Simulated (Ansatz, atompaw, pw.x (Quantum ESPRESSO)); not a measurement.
## copper (Cu): one change to the PAW (atompaw) potential, in the atom and in the fcc crystal

```
Element                 : copper (Cu)
Generator               : atompaw 4.2.0.5
Type                    : PAW
Functional              : PBEsol
Relativity              : scalar-relativistic
Frozen core             : [Ar]
Valence charge          : 11
Reference configuration : 3d10 4s1 4p0
Partial waves           : 4s (bound); 4s channel at 0.6 Ry; 4p (bound, empty); 4p channel at 0.95 Ry; 3d (bound); 3d channel at 0.05 Ry
Local potential         : bessel scheme, radius 2.25 bohr
Core correction         : smooth core density matched at 2.85 bohr
Augmentation charge     : sinc compensation charge, radius 2.50 bohr; PAW radius 2.95 bohr; waves and projectors: bloechl
```

Change: reference 3d10 4s0.5 4p0.5.

Cutoffs, loose and tight: the cutoffs (Ry, on a coarse ladder) from which the occupation-weighted sum of valence levels, in a spherical-Bessel basis at the reference potential, stays within 10 and 1 mRy of its value at 400 Ry. They see the waves, projectors and local potential, not the compensation charge or the core.

Crystal test: fcc Cu in pw.x 7.5, no spin, 16³ k-points, Fermi–Dirac smearing 0.01 Ry, cutoffs set for each file from its atomic test. The reference is all-electron LAPW (Ansatz 0.2.0) with the same functional, mesh and smearing; V0 and B0 come from Birch–Murnaghan fits to the pressures at five volumes. Errors are pseudo minus all-electron; Δ is the rms difference of the E(V) curves that follow from these fits, minima aligned, over ±6 % about the mean V0. Mesh and smearing are coarse, so the numbers serve the comparison and aren't converged zero-temperature values; the lattice is a test structure that the element need not adopt.

All-electron: a0 = 3.564 Å (V0 = 11.32 Å³/atom), B0 = 167.7 GPa.

Question: Does the change bring the crystal closer to the all-electron result?

Answer: The mean pressure error goes from -3.60 to -1.89 GPa, so the change moves the solid closer to the all-electron pressures.

```tsv
quantity	base	changed
outcome (atom)	generated	generated
cutoff, loose (atom)	21 Ry	21 Ry
cutoff, tight (atom)	30 Ry	30 Ry
bound ghosts (atom)	none	none
cutoffs in pw.x (Ry)	40/400	40/400
a0 (Å)	3.531	3.548
a0 error (%)	-0.94	-0.45
B0 error (%)	-22.3	-15.2
Δ (meV/atom)	11.2	5.7
mean pressure error (GPa)	-3.60	-1.89
```

Base: The largest radius (2.95 bohr) exceeds half the bond length (2.38 bohr), so the spheres overlap, which is one possible source of error among others. This is a poor potential for the solid. The logarithmic derivative shows an extra or strongly shifted pseudo pole above the reference energy (p near 1.61 Ry). Changed file: The largest radius (2.95 bohr) exceeds half the bond length (2.38 bohr), so the spheres overlap, which is one possible source of error among others. This is a poor potential for the solid. The logarithmic derivative shows an extra or strongly shifted pseudo pole above the reference energy (p near 1.59 Ry). The atomic cutoffs weigh occupied waves only.
